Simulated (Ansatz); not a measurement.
# BF (singlet): relaxing a cheap start

Aim: relax a generated start of BF (singlet) and see which bonds hold.

Method: RKS PBE0/def2-TZVP; program: Ansatz 0.2.0, Gaussian basis.

## Step 1: Where the work starts

2 atoms, charge 0, spin multiplicity 1.

Atoms are counted from 1 here; the program's logs count them from 0.

Bond lengths: B1–F2 1.311 Å.

The start is set by covalent radii. Sticks and bond lists go by distance. 

## Step 2: The run

Contents of in.yaml:

```yaml
crystal:
  periodic: [false, false, false]
  atoms:
    - {symbol: B, position_ang: [0.000000, 0.000000, 0.000000]}
    - {symbol: F, position_ang: [0.000000, 0.000000, 1.311300]}
basis:
  gaussian: {orbitals: def2-TZVP}
hamiltonian: {xc: pbe0}
relax: {f_tol: 0.004, max_steps: 80}
```

On the command line:

```sh
$ ansatz run in.yaml --threads 1 --pin off --events-out ev --progress --plain --max-ram 2176MiB
```

**Question.** What will these runs give? Wanted: energy gained; shift from the start; total energy; dipole moment.

**Answer**, as computed:

```
                  quantity          value
                     steps              4
             energy gained       0.054 eV
shift from the start (rms)        0.024 Å
              total energy  -3390.0007 eV
             dipole moment         1.01 D
```

The bonds of the start are those of the end. B1–F2 went from 1.311 to 1.263 Å. No vibrations were run, so this is a stationary point, not a proven minimum, and this spin need not be the ground state's.
